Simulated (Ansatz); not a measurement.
System: bcc Ta. Method: PBE+SOC in Ansatz (PAW).

Run with plane-wave cutoff 520 eV, 20×20×20 k mesh, Fermi–Dirac smearing 0.1 eV, perturbation theory, PAW data made under PBE.

Computed at the level's own relaxed cell.

```cif
data_Ta
_chemical_formula_sum 'Ta1'
_space_group_name_H-M_alt 'P 1'
_space_group_IT_number 1
_cell_length_a 2.87419
_cell_length_b 2.87419
_cell_length_c 2.87419
_cell_angle_alpha 109.471
_cell_angle_beta 109.471
_cell_angle_gamma 109.471
loop_
_space_group_symop_operation_xyz
  'x, y, z'
loop_
_atom_site_label
_atom_site_type_symbol
_atom_site_fract_x
_atom_site_fract_y
_atom_site_fract_z
_atom_site_occupancy
Ta1 Ta 0.00000 0.00000 0.00000 1
```

Harmonic phonon frequencies (cm⁻¹; i marks an imaginary mode):

```json
[
 {"q point": "H", "frequencies": "164 164 164"},
 {"q point": "N", "frequencies": "…"},
 {"q point": "P", "frequencies": "122 122 122"}
]
```

Task: Some entries are withheld; supply them.

Result: 
- N, frequencies: 86 139 144

No imaginary mode appears at these points.

Ansatz is a quantum-chemistry and plane-wave program.
